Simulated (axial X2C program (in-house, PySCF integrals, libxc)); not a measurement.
# Estimating the spin–orbit splitting of the π levels of SiCl⁺

All values were computed with an axial X2C code built on PySCF integrals. Spin-free means the one-electron spin-free X2C Hamiltonian; two-component (2c) means X2C with spin–orbit coupling and atomic mean-field two-electron Coulomb and Gaunt terms, so the difference of the two also holds small scalar two-electron terms. Basis: Cl dyall-av3z [9s8p3d2f], Si dyall-v3z [8s7p2d1f] (cores contracted in-house); Gaussian nuclei, density fitting, unrestricted open shells. Masses: Cl 34.969 u, Si 27.977 u.

Hartree–Fock at 1.971 Å, closed shell. Valence p splittings ε(p3/2) − ε(p1/2) of spherical Dirac–Hartree–Fock atoms with fractionally filled p shells: Cl 3p 0.140 eV.

```
filled π level (eV), spin-free  Cl p share  Si p share
                        -20.07        0.84        0.08
```

In first order a p shell splits by 3ζ/2 and a π orbital by ζ. Estimate the splitting of each π level from the shares.

level -20.07 eV: (2/3) × (0.84 × 0.140) = 0.08 eV.

The two-component Hartree–Fock calculation gives:

```
ε(ω = 1/2) (eV)  σ share of it  ε(ω = 3/2) (eV)  splitting (eV)  estimate (eV)
        -20.117           0.00          -20.025            0.09           0.08
```

The estimate leaves out the mixing of π1/2 with σ1/2 levels, which pushes the ω = 1/2 spinor up or down, the d and f parts of the orbital, small shares of the strongly split outer-core p shell of a metal, the Gaunt term (absent from the atomic values), and the change of the atomic p orbitals with charge; Löwdin shares depend on the basis.
